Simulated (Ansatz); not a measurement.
**Au (I4/mmm)**

These are results of DFT r2SCAN, scalar-relativistic, plane waves, PAW in Ansatz 0.2.0, not measurements.

Cutoff 500 eV; k points 14×14×10 on the computed 2-atom cell (Γ-centred); Gaussian smearing, width 0.10 eV; no spin polarisation.

The structure is relaxed at this level of theory with its symmetry kept.

The structure is tetragonal, space group I4/mmm (No. 139). Conventional cell: a = 2.948 Å, b = 2.948 Å, c = 4.035 Å, α = 90.00°, β = 90.00°, γ = 90.00°. Au (site symmetry 4/mmm) has 12 Au at 2.90 to 2.95 Å as nearest neighbours.

- Volume per atom: 118.3 bohr³
- Formation energy from the elements' standard states (uncorrected): 0.000 eV/atom
- Generalised Kohn–Sham band gap: none (metal)
- Density of states at the Fermi level: 0.57 states/eV per cell
- Löwdin character within 0.5 eV of the Fermi level: Au 6s 46 %, Au 5d 31 %, unprojected 23 %
- Bader charges (e): Au (2 in the cell) 0.00

Spin-orbit coupling is left out, which matters for the bands of heavy elements.

Cost: 1 run of about 2 core-minutes, on Intel Xeon 6975P-C (Granite Rapids) (shared hosts).